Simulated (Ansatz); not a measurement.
hcp Tc was calculated with r²SCAN in Ansatz (plane waves, PAW).

The input as run:

Ansatz 0.2 input:
```yaml
crystal:
  lattice:
    - [1.3495219189, -2.3374405294, 0.0]
    - [1.3495219189, 2.3374405294, 0.0]
    - [0.0, 0.0, 4.3226599635]
  atoms:
    - { symbol: Tc, position: [0.3333333333, 0.6666666667, 0.25] }
    - { symbol: Tc, position: [0.6666666667, 0.3333333333, 0.75] }
basis:
  ecutwfc: 560
  ecutrho_ratio: 4
  xc_grid: 3
kpoints:
  mp_grid: { grid: [24, 24, 12] }
hamiltonian:
  xc: r2scan
  dispersion: none
  pseudopotentials: { kind: paw }
scf:
  occupations: { method: fermi_dirac, width: 0.05 }
output:
  forces: true
  stress: true
  eigenvalues: true
relax:
  f_tol: 0.004
  escape_saddle: false
  max_steps: 80
  cell: { stress_tol: 0.02, fix: [volume] }
```

The run printed, among other lines:

```
Relaxation: its limit of steps is 80 (relax.max_steps)
Crystal: 2 atoms, lattice volume = 27.271 Å³
Basis set: ecut = 560 eV, 833 PW (Γ), exchange–correlation on 72×72×108 points (27 copies of the dense FFT grid, shifted against one another)
Bands: 19, of which v1, the nominal top of the filled ones, is band 15 counted from 1 (14 counted from 0)
Symmetry: 24 space group operations
Space group: P63/mmc (ITA 194), of the structure as read, at distance tolerance 3.0e-5 Å
k-points: 427 of 6912
Initial density: superposition of atomic densities (chi_scale 0.1, normalization cell)
Functional: x = r2scan, c = r2scan; τ floored in thin density (d = 2e-4 eV/Å³)
SCF iter   1: F=—  HF=-10819.405974 eV  |F-HF|=—  |Δ(HF+E_count)|=         —  Δρ=6.01e-2  dr2=9.11e-1  dr2_τ=1.03e-1
SCF iter   2: F=—  HF=-10819.188354 eV  |F-HF|=—  |Δ(HF+E_count)|=   2.18e-1  Δρ=2.69e-2  dr2=1.76e-1  dr2_τ=3.03e-2
  ...
SCF 1 converged in 7 iterations: F = -10819.163737 eV  dr2 = 1.83e-9
Crystal: 2 atoms, lattice volume = 27.271 Å³
Initial density: handed on by an earlier stage of this run
SCF 2 converged in 3 iterations: F = -10819.163739 eV  dr2 = 1.26e-8
Crystal: 2 atoms, lattice volume = 27.271 Å³
SCF 3 converged in 3 iterations: F = -10819.163739 eV  dr2 = 8.76e-11
Crystal: 2 atoms, lattice volume = 27.271 Å³
SCF iter   3: F=—  HF=-10819.163738 eV  |F-HF|=—  |Δ(HF+E_count)|=  5.46e-12  Δρ=2.59e-7  dr2=4.85e-12  dr2_τ=3.74e-12
SCF iter   4: F=-10819.163738 eV  HF=-10819.163738 eV  |F-HF|=3.64e-12  |Δ(HF+E_count)|=    0.00e0  Δρ=5.71e-8  dr2=7.44e-13  dr2_τ=5.22e-13
SCF 4 converged in 4 iterations: F = -10819.163738 eV  dr2 = 7.44e-13
SCF converged after 4 iterations
Free energy (F): -10819.163738 eV
Internal energy: -10819.150840 eV  (E = F + TS)
E sigma→0 (E₀):  -10819.157289 eV
Fermi energy:    23.568472 eV
--- Forces (eV/Å), atoms counted from 1 ---
  atom   1  Tc    -0.00000000     0.00000000    -0.00000000
  atom   2  Tc     0.00000000    -0.00000000     0.00000000
--- Stress (GPa, compression-positive) ---
       14.308229       0.000000      -0.000000
        0.000000      14.308229      -0.000000
       -0.000000      -0.000000      14.308796
  P = ⅓ Tr σ = 14.3084 GPa (143.084 kbar)
```

The cell is one volume of an energy–volume scan, off the minimum.

The PAW data were made under PBE.

Ansatz is a program for electronic structure.
